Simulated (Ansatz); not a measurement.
**SiN (doublet): from Hartree-Fock to the top rungs at distance Si1–N2 = 1.375 Å, 6-31G**

How much of the correlation energy of SiN (doublet) does each wave-function method recover here?

Method: 6-31G, core rule «outside noble gas», up to 6 orbitals frozen; program: Ansatz 0.2.0, Gaussian basis.

The runs, in order: UHF; CCSD(T) on ROHF; CCSD(T) on UHF; BCCD(T) on ROHF; CISD; CCSDT(Q) on ROHF; CCSDT(Q) on UHF; CISDTQ; CCSDTQ on ROHF; CCSDTQ on UHF; CASSCF and MRCISD+Q, 3 electrons in 3 orbitals; CASSCF and NEVPT2, 3 electrons in 3 orbitals; CASSCF and MRCISD+Q, 9 electrons in 8 orbitals; CASSCF and NEVPT2, 9 electrons in 8 orbitals; Full CI.

27 further runs of the same task are left out: 6 for a known fault of the program, 12 that didn't finish, 9 set aside as unsound or not needed.

### Step 1. The geometry

The geometry derives from a PBE0/def2-TZVP stationary point (not a proven minimum). One bond is set to the value named and the two fragments are kept rigid.

2 atoms, charge 0, spin multiplicity 2.

Atoms are counted from 1 here; the program's logs count them from 0.

Bond lengths: Si1–N2 1.375 Å.

Coordinates:

```xyz
2
charge 0, multiplicity 2
Si    0.00000    0.00000    0.00000
N     0.00000    0.00000    1.37500
```

### Step 2. UHF

Input file in.yaml:

```yaml
crystal:
  periodic: [false, false, false]
  atoms:
    - {symbol: Si, position_ang: [0.000000, 0.000000, 0.000000]}
    - {symbol: N, position_ang: [0.000000, 0.000000, 1.375000]}
basis:
  gaussian: {orbitals: 6-31G}
magnetization: {spin_polarized: true, initial_magnetization: 1}
hamiltonian: {xc: hf}
output: {orbitals: {seedname: orbitals}}
```

The run is started by

```console
ansatz run in.yaml --threads 1 --pin off --events-out ev --progress --plain --max-ram 2393MiB
```

Further steps of the session: CCSD(T) on ROHF; CCSD(T) on UHF; BCCD(T) on ROHF; CISD; CCSDT(Q) on ROHF; CCSDT(Q) on UHF; CISDTQ; CCSDTQ on ROHF; CCSDTQ on UHF; CASSCF and MRCISD+Q, 3 electrons in 3 orbitals; CASSCF and NEVPT2, 3 electrons in 3 orbitals; CASSCF and MRCISD+Q, 9 electrons in 8 orbitals; CASSCF and NEVPT2, 9 electrons in 8 orbitals; Full CI.

**Question.** What will the summary of the whole plan be? Wanted: FCI from the RHF energy; RMP2 from FCI; UMP2 from FCI; RCCSD from FCI; RCCSD(T) from FCI; UCCSD(T) from FCI; RCCSDT(Q) from FCI; UCCSDT(Q) from FCI; NEVPT2 pair from FCI.

As calculated:

```
                         quantity                                                                             value
          FCI from the ROHF energy                                                                        -4.7000 eV
                    RMP2 from FCI                                                                      +72.2 kJ/mol
                    UMP2 from FCI                                                                      +82.8 kJ/mol
                   RCCSD from FCI                                                                      +21.6 kJ/mol
                RCCSD(T) from FCI                                                                       +5.6 kJ/mol
                UCCSD(T) from FCI                                                                       +7.5 kJ/mol
               RCCSDT(Q) from FCI                                                                        0.0 kJ/mol
               UCCSDT(Q) from FCI                                                                       -0.1 kJ/mol
             NEVPT2 pair from FCI                                                                      +68.6 kJ/mol
           MRCISD+Q pair from FCI                                                                       +6.6 kJ/mol
          NEVPT2 valence from FCI                                                                      +38.2 kJ/mol
levels within 1 kcal/mol (43 meV)  RCCSDT, UCCSDT, CISDTQ, RCCSDT(Q), UCCSDT(Q), RCCSDTQ, UCCSDTQ, MRCISD+Q valence
                    T1 diagnostic                                                                             0.077
   effectively unpaired electrons                                                                              1.13
```

What this shows: RCCSD(T) lands +5.6 kJ/mol from the yardstick (1.2 % of the correlation energy). The occupations are near whole numbers, but T1 = 0.077 shows that the orbitals relax strongly. Of the multireference levels listed MRCISD+Q valence comes nearest in total energy (+3.5 kJ/mol), which doesn't show that its space is the better one. These misses are within one basis, not against nature; the frozen cores of restricted and unrestricted runs differ, which can shift their rows.

Levels on UHF freeze UHF's core orbitals, full CI those of ROHF, so the U rows can settle a little off it for that reason alone.

With open shells the CI space here admits some triples and quadruples, so it is larger than plain CISD.
